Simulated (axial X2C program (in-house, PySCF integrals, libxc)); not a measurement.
How long does HCl take?

A bond scan computed with an in-house relativistic program for diatomic molecules. Basis: Cl dyall-av3z [9s8p3d2f], H dyall-v3z [6s2p1d] (cores contracted in-house).

Input file and command:
```json
{"zs": [17, 1], "q": 0, "bas": ["dyall-av3z", "dyall-v3z"], "levels": ["PBE0", "HF", "M06"], "cc": true, "r0": 1.31, "thr": -2.0, "nmax": 90, "npts": 10, "nst": 2, "ntry": 6}
```
```bash
python so2c.py task.json out
```

Keys: zs atomic numbers; q charge; bas basis sets; levels methods; cc coupled cluster on or off; r0 starting distance in Å; thr threshold in hartree for freezing inner shells (an s shell follows its p shell); nmax most natural virtual spinors; npts points on the curve; nst determinants followed; ntry starts of the search. HF also brings MP2.

Hardware: 1 thread of Arm Neoverse N1, with other jobs on the host.

Wall time of one point of each curve, integrals apart:

```json
{"Hamiltonian": "spin-free", "level": "PBE0", "points": "10", "seconds a point": "0.14"}
{"Hamiltonian": "spin-free", "level": "HF", "points": "10", "seconds a point": "0.058"}
{"Hamiltonian": "spin-free", "level": "CCSD(T) (8 electrons, 90 virtuals)", "points": "7", "seconds a point": "2.5"}
{"Hamiltonian": "spin-free", "level": "M06", "points": "10", "seconds a point": "0.23"}
{"Hamiltonian": "2c", "level": "PBE0", "points": "10", "seconds a point": "0.15"}
{"Hamiltonian": "2c", "level": "HF", "points": "10", "seconds a point": "0.066"}
{"Hamiltonian": "2c", "level": "CCSD(T) (8 electrons, 90 virtuals)", "points": "7", "seconds a point": "2.6"}
{"Hamiltonian": "2c", "level": "M06", "points": "10", "seconds a point": "0.24"}
```

The rest:

Search with its distance optimisation 3.8 s, atoms 6.6 s, whole task 55 s. Coupled cluster runs on the points near the minimum only. The program drops outer points, and coupled cluster, when its time limit (not in the input) nears; MP2, further determinants and curves that did not converge are not in the table.
